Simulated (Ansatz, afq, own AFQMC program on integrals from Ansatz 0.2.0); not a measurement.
# CHN, singlet: AFQMC among the cluster methods

```xyz
3

N     0.3726    0.0000    0.4058
C    -0.4611    0.0000   -0.3799
H     0.3167    0.0000   -1.1128
```

Connectivity, by distances: N–CH.

Basis cc-pVDZ. Only valence electrons are correlated. Integrals, coupled cluster, full CI and functionals: Ansatz 0.2.0; the random walks run on the same integrals in our own AFQMC program. The CISD trial takes its coefficients from CCSD amplitudes. Released means that phaseless walkers are propagated on without the constraint, phases kept. Free AFQMC starts from the CCSD state and is never constrained. Its projection time is finite, and what remains of the start isn't in its error. Uncertainties: one standard error, sampling alone.

Determinant: RHF, the one that the program's search chose, which needn't be the lowest solution. The geometry is a point of a scan.

No full CI on the walks' own integrals is used here; CCSDT(Q) serves as the reference and is uncertain by about the last step of the cluster series.

Cautions: higher spins were not checked; raised T1 diagnostic (T1 0.030, weight of the determinant 0.87, largest double 0.09).

The T1 diagnostic is 0.0297 and the weight of the determinant in the CISD state is 0.874. The size of the correlated space is 10 electrons in 31 orbitals.

```tsv
level	correlation energy (eV)
MP2	-7.5404
CCSD	-7.9641
CCSD(T)	-8.3067
```

(1) Estimate where phaseless AFQMC with the Hartree–Fock trial lies against CCSD(T) on the same integrals.

(1) 4.32 ± 2.99 mEh below CCSD(T). The gap is under twice the noise, so this walk alone can't tell the two apart.

Reference: CCSDT(Q), correlation energy -8.354 eV. The released energy is read at 2.40 1/Eh (meV from the phaseless value at times in 1/Eh: 4 ± 16 at 0.24, 1 ± 13 at 0.51, -14 ± 15 at 0.99, -15 ± 16 at 1.62, -23 ± 21 at 2.40).

```tsv
level	E − E(reference) (mEh)	share of correlation (%)
CCSD(T)	1.76	99.43
CCSDT	1.40	99.55
ph-AFQMC/HF	-2.57 ± 2.99	100.84
ph-AFQMC/CISD	0.52 ± 0.65	99.83
released AFQMC	-0.31 ± 0.79	100.10
free AFQMC	0.72 ± 0.76	99.77
```

Free projections are given only where their last times agree within the noise and don't stop above the reference; a slow remainder of the start can still hide under it. A walk keeps the symmetry of its determinant, which the program's search chose and which needn't be the lowest solution, so a lower state of the same spin and another symmetry isn't excluded. Released energies are given only where the last usable release times agree within the noise; a slower fall can still hide under it.
